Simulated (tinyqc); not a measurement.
Worked calculation: Hueckel theory of the pi electrons with the omega technique, for the molecule [CH2]C=C (SMILES; centres numbered as the heavy atoms are written). Computed by tinyqc, a small Python program that keeps every step. Settings: charge = 0, omega = 0.6, damping = 0.3. Command: `OMP_NUM_THREADS=1 python tinyqc.py 20053 20054 out.jsonl` (the two numbers bound the seeds that draw the settings). One thread of a shared host (Intel(R) Xeon(R) Processor @ 2.60GHz), about 0.01 s of CPU time with the checks.

## The Hueckel matrix

Centres:
```
centre,"z_r, pi electrons of the neutral centre",h
1C,1,0.00000
2C,1,0.00000
3C,1,0.00000
```

Bonds:
```
i,j,k
1,2,1
2,3,1
```

H_rr = alpha + h_r beta, H_rs = k_rs beta for bonded centres.

Hueckel matrix in units of beta (H = alpha + beta A):
```
,1C,2C,3C
1C,0.00000,1.00000,0.00000
2C,1.00000,0.00000,1.00000
3C,0.00000,1.00000,0.00000
```

## Orbitals, round 1

pi electrons, sum of z_r less the charge = 3

Diagonalise; E = alpha + x beta with beta < 0, so the largest x are filled first; degenerate levels share their electrons. P = sum n_i c_ri c_si; each orbital has its largest coefficient positive (the first on a tie).

x values: 1.41421  0.00000  -1.41421

occupations: 2.00000  1.00000  0.00000

coefficients:
```
,MO1,MO2,MO3
1C,0.50000,0.70711,-0.50000
2C,0.70711,0.00000,0.70711
3C,0.50000,-0.70711,-0.50000
```

charge and bond-order matrix P:
```
,1C,2C,3C
1C,1.00000,0.70711,0.00000
2C,0.70711,1.00000,0.70711
3C,0.00000,0.70711,1.00000
```

## Omega technique, round 1

h_r = h_r(0) + omega q_r, omega = 0.6, with q_r = z_r - P_rr; 0.3 of the old diagonal is kept.

matrix after round 1:
```
,1C,2C,3C
1C,0.00000,1.00000,0.00000
2C,1.00000,0.00000,1.00000
3C,0.00000,1.00000,0.00000
```

## Convergence

Each round sets h_r = h_r(0) + omega (z_r - P_rr), keeping the share named as damping of the old diagonal; repeat until output and input diagonals agree to 1e-6.

Rounds:
```
round,sum n x,largest |h(out) - h(in)|
1,2.82843,6.00e-16
```

Converged in 1 rounds.

## Energy, charges, bond orders

E = sum n x; q_r = z_r - P_rr; bond order p = P_rs; free valence = sqrt(3) - sum of p over the bonds of the atom.

pi energy = 3 alpha + this times beta = 2.82843

pi charges: 1C 0.00000, 2C 0.00000, 3C 0.00000

Bond orders and lengths from R = 1.517 - 0.180 p (angstrom, C-C alone):
```
bond,p,R
1-2,0.70711,1.38972
2-3,0.70711,1.38972
```

free valence of the carbons: 1C 1.02494, 2C 0.31784, 3C 1.02494

gap between the highest filled and the next level = 1.41421 |beta|
